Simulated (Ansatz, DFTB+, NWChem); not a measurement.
**Strength of the C–C bond: C2H3O2 → CH3 + CO2**

Species: C2H3O2 `CC([O])=O`, doublet; CH3 (methyl radical) `[CH3]`, doublet; CO2 (carbon dioxide) `O=C=O`, singlet. 

Shapes, held fixed at every level: PBE0-D4/def2-TZVP. Programs: Ansatz 0.2.0, DFTB+ 25.1, NWChem 7.3.0. A level may come from different programs for different species; with the same settings they agree closely. Electronic energies: no zero-point or thermal term.

| level | kind | ΔE (kJ/mol) |
| --- | --- | --- |
| DFTB2 | semi-empirical | -42.2 |
| HF/STO-3G | Hartree–Fock | +159.8 |
| HF/3-21G | Hartree–Fock | -19.0 |
| HF/def2-SVP | Hartree–Fock | -89.0 |
| B3LYP/6-31G* (spherical functions) | global hybrid | -20.1 |
| PBE0/def2-SVP | global hybrid | -22.8 |

PBE0/def2-SVP gives ΔE = -22.8 kJ/mol; the levels span -89.0 to +159.8. They disagree on the sign: 1 of 6 are positive. A fragment pairs its electrons up again, so this isn't a typical strength of such a bond. The median of the levels is -21.5. No measured value is set beside it here. Spin contamination: C2H3O2 (⟨S²⟩ up to 1.06). Open shells run unrestricted. Rows in sets without polarisation functions are far from converged.
